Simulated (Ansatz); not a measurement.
Input file:

```yaml
crystal:
  periodic: [false, false, false]
  atoms:
    - {symbol: Ge, position_ang: [0.000000, 0.000000, 4.045458]}
    - {symbol: N, position_ang: [0.000000, 0.000000, -0.952542]}
    - {symbol: H, position_ang: [0.000000, 0.830871, -1.546458]}
    - {symbol: H, position_ang: [0.000000, -0.830871, -1.546458]}
basis:
  gaussian: {orbitals: cc-pVDZ}
magnetization: {spin_polarized: true, initial_magnetization: 3}
hamiltonian: {xc: {name: PBE-QIDH}}
correlation: {electrons: outside_noble_gas}
```

```sh
$ ansatz run in.yaml --threads 1 --pin off --events-out ev --progress --plain --max-ram 2393MiB
```

Output:

```
553 factors; integrals over basis functions are off by at most 1.3e-3 eV
mean field evaluation 1: about -58012.7205 eV, gradient 1.4e1 eV
mean field evaluation 2: about -58012.7195 eV, gradient 1.4e1 eV
mean field evaluation 4: about -58013.6040 eV, gradient 9.1e-1 eV
mean field evaluation 8: about -58013.6107 eV, gradient 1.3e-2 eV
mean field evaluation 16: about -58013.6107 eV, gradient 3.7e-6 eV
mean field evaluation 32: about -58013.6589 eV, gradient 1.7e-1 eV
mean field evaluation 64: about -58013.6598 eV, gradient 9.3e-3 eV
mean field -58013.65980137 eV, -2131.9626746292 hartree, gradient 1.0e-6 eV, S^2 3.760750; 6 other end points of the search recorded, 0 dependent functions left out
15 core orbitals not correlated: weight in the atoms' cores, before any rotation towards them, 1.000 or more for the frozen orbitals, at most 0.000 for the correlated occupied ones
reference -58013.65981232 eV, -2131.9626750319 hartree; 7, 4 occupied and 29, 32 virtual orbitals, 553 factors
second order -5.63229169 eV of doubles, -0.00000000 eV of singles
Total energy: -58015.53724289 eV, -2132.0316693325 hartree
```

Ran on 1 thread of Arm Neoverse V1, shared host: 14 s wall, 0.3 GiB peak host memory.
